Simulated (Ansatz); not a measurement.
```yaml
atoms:
  - { symbol: C, position_ang: [0.0000, 0.0000, 0.0000] }
  - { symbol: C, position_ang: [0.0000, 0.8556, 1.2684] }
  - { symbol: C, position_ang: [0.0000, 0.0000, 2.5368] }
  - { symbol: H, position_ang: [0.0000, 0.6484, -0.8762] }
  - { symbol: H, position_ang: [0.8898, -0.6294, -0.0144] }
  - { symbol: H, position_ang: [-0.8898, -0.6294, -0.0144] }
  - { symbol: H, position_ang: [-0.8818, 1.4963, 1.2684] }
  - { symbol: H, position_ang: [0.8818, 1.4963, 1.2684] }
  - { symbol: H, position_ang: [0.0000, 0.6484, 3.4131] }
  - { symbol: H, position_ang: [-0.8898, -0.6294, 2.5512] }
  - { symbol: H, position_ang: [0.8898, -0.6294, 2.5512] }
```

RHF-MP2 on singlet C3H8 was run in several spherical basis sets with Ansatz (development build ahead of 0.2.0). Frozen core: 3 orbitals.

Problem. Rank the basis sets by the total energy that they give, lowest first, with the distance from the lowest.
A. cc-pVDZ
B. 6-31G(d)
C. def2-SVP

Solution. A (0.00 eV), B (1.65 eV), C (2.46 eV).

Totals follow the description of the cores as much as that of the bonds, so this order isn't one of quality for chemistry.
